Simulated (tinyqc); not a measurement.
Worked calculation: Born-Oppenheimer dynamics on the UHF/sto-3g surface (energies and gradients from PySCF), for BH, spin multiplicity 3. Computed by tinyqc, a small Python program that keeps every step (integrals from PySCF). Settings: charge = 0, multiplicity = 3, basis = sto-3g, time step (fs) = 0.2, steps = 24. Command: `OMP_NUM_THREADS=1 python tinyqc.py 30188 30189 out.jsonl` (the two numbers bound the seeds that draw the settings). One thread of a shared host (Intel(R) Xeon(R) Processor @ 2.60GHz), about 2 s of CPU time with the checks.

## Velocity Verlet step 1

positions (bohr), order 1B, 2H:
$$\begin{pmatrix}
0.0000 & 0.0000 & 0.0000 \\
0.0000 & 0.0000 & 2.2696
\end{pmatrix}$$

velocities (bohr per atomic time unit), order 1B, 2H:
$$\begin{pmatrix}
0.0000184 & -0.0000117 & 0.0000019 \\
-0.0002006 & 0.0001283 & -0.0000211
\end{pmatrix}$$

gradient (hartree/bohr), order 1B, 2H:
$$\begin{pmatrix}
0.000000 & 0.000000 & -0.028745 \\
0.000000 & 0.000000 & 0.028745
\end{pmatrix}$$

masses (electron masses): 1B 20068.7353, 2H 1837.1526

gradient after step 1 (hartree/bohr), order 1B, 2H:
$$\begin{pmatrix}
0.000023 & -0.000015 & -0.028514 \\
-0.000023 & 0.000015 & 0.028514
\end{pmatrix}$$

dt = 0.2 fs = 8.2683 atomic units; x' = x + v dt - g dt^2 / (2m); after the new gradient g', v' = v - (g + g') dt / (2m).

positions after step 1 (bohr), order 1B, 2H:
$$\begin{pmatrix}
0.0002 & -0.0001 & 0.0001 \\
-0.0017 & 0.0011 & 2.2689
\end{pmatrix}$$

velocities after step 1 (bohr per atomic time unit), order 1B, 2H:
$$\begin{pmatrix}
0.0000184 & -0.0000117 & 0.0000137 \\
-0.0002006 & 0.0001282 & -0.0001499
\end{pmatrix}$$

## Velocity Verlet step 2

gradient after step 2 (hartree/bohr), order 1B, 2H:
$$\begin{pmatrix}
0.000045 & -0.000029 & -0.027933 \\
-0.000045 & 0.000029 & 0.027933
\end{pmatrix}$$

As before.

positions after step 2 (bohr), order 1B, 2H:
$$\begin{pmatrix}
0.0003 & -0.0002 & 0.0002 \\
-0.0033 & 0.0021 & 2.2671
\end{pmatrix}$$

velocities after step 2 (bohr per atomic time unit), order 1B, 2H:
$$\begin{pmatrix}
0.0000183 & -0.0000117 & 0.0000254 \\
-0.0002004 & 0.0001281 & -0.0002769
\end{pmatrix}$$

## Energy conservation

The total energy should stay constant up to terms of order dt^2; the step counts as short enough if it moves by less than 2 % of the largest kinetic energy.

Trajectory:
```
time (fs)  1B-2H (angstrom)  potential (hartree)  kinetic (hartree)  total (hartree)
0.0000               1.2010           -24.750165           0.000057       -24.750108
0.2000               1.2006           -24.750187           0.000079       -24.750108
0.4000               1.1996           -24.750242           0.000134       -24.750108
0.6000               1.1979           -24.750326           0.000217       -24.750109
0.8000               1.1958           -24.750436           0.000327       -24.750109
1.0000               1.1930           -24.750565           0.000456       -24.750109
1.2000               1.1897           -24.750708           0.000599       -24.750110
1.4000               1.1860           -24.750858           0.000747       -24.750110
1.6000               1.1818           -24.751005           0.000894       -24.750111
1.8000               1.1773           -24.751142           0.001031       -24.750111
2.0000               1.1724           -24.751262           0.001150       -24.750112
2.2000               1.1673           -24.751357           0.001245       -24.750112
2.4000               1.1620           -24.751421           0.001309       -24.750112
2.6000               1.1566           -24.751450           0.001338       -24.750113
2.8000               1.1512           -24.751442           0.001329       -24.750113
3.0000               1.1459           -24.751395           0.001282       -24.750113
3.2000               1.1407           -24.751312           0.001200       -24.750112
3.4000               1.1357           -24.751197           0.001086       -24.750112
3.6000               1.1311           -24.751058           0.000946       -24.750111
3.8000               1.1268           -24.750902           0.000791       -24.750111
4.0000               1.1229           -24.750739           0.000629       -24.750110
4.2000               1.1196           -24.750580           0.000470       -24.750109
4.4000               1.1169           -24.750436           0.000327       -24.750109
4.6000               1.1147           -24.750316           0.000208       -24.750108
4.8000               1.1133           -24.750230           0.000122       -24.750108
```

The total energy moves within 4.8e-06 hartree, under 2 % of the largest kinetic energy.
